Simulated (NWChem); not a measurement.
**Correlation energy of fluoromethane (CH$_{3}$F)**

SMILES: CF
```xyz
5

C      0.6088    -0.1106     0.0000
F     -0.7327     0.1332     0.0000
H      0.8879    -0.6879     0.8972
H      0.8879    -0.6879    -0.8972
H      1.1658     0.8411     0.0000
```
Charge 0, spin multiplicity 1.

Everything below was run with NWChem. All single points use one geometry, from PBE0/def2-SVP, a minimum by its harmonic frequencies.

Basis set: cc-pVDZ. Each correlation energy counts from its own Hartree-Fock reference.

The correlated methods keep 2 core orbitals frozen. No row is a measurement; the coupled-cluster row has its own basis-set and correlation limits.

**Question.** Order these methods by the correlation energy they give, lowest first: CCSD(T), CCSD, SCS-MP2, CR-CCSD(T), MP2.

**Answer.** CCSD(T) (-362.5 mHa), CR-CCSD(T) (-361.5 mHa), CCSD (-356.1 mHa), MP2 (-334.2 mHa), SCS-MP2 (-331.5 mHa)
